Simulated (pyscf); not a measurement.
Single points on ωB97X-D3(BJ)/def2-SVP structures (PySCF, gas phase). Correlated levels are frozen-core, on RHF or UHF. ΔMP2 is the change of the MP2 total energy from the triple- to the quadruple-zeta basis.

Problem. For the elementary gas-phase step H₃Si–CH(Cl)–Cl (SMILES [SiH3]C(Cl)Cl) → Cl–C:–Cl (SMILES Cl[C]Cl) [singlet] + SiH₄ (SMILES [SiH4]) (singlet surface; C–Si, C–H broken, H–Si formed), what barrier and reaction energy does CCSD(T)/def2-TZVPP + ΔMP2(QZVPP) give, measured from the reactant's lowest minimum found?

Solution. ΔE‡ = 82.4 kcal/mol, ΔE = +77.3 kcal/mol. Zero-point energy shifts the barrier by -4.0 kcal/mol. It is a 1,1-elimination, with an imaginary mode of 387i cm⁻¹. On the reactant side the descent ends in a point that may be a rotor saddle (no frequency run), 3.0 kcal/mol over the lowest minimum found and 81.3 kcal/mol under the saddle at ωB97X-D3(BJ)/def2-TZVP. The same reactants have a lower exit, to H₃Si–CH•–Cl + Cl• (no saddle counted: cutting one bond costs +76.0 kcal/mol at ωB97M-D3(BJ)/def2-TZVP, against +81.4 kcal/mol here). H₃Si–CH(Cl)–Cl lies 85.7 kcal/mol over its isomer H₃C–SiH(Cl)–Cl (electronic energy, ωB97M-D3(BJ)/def2-TZVP). One saddle was located; it need not be the lowest between these sides. The CCSD(T) − MP2 part came from Ansatz, without density fitting, on the same reference.
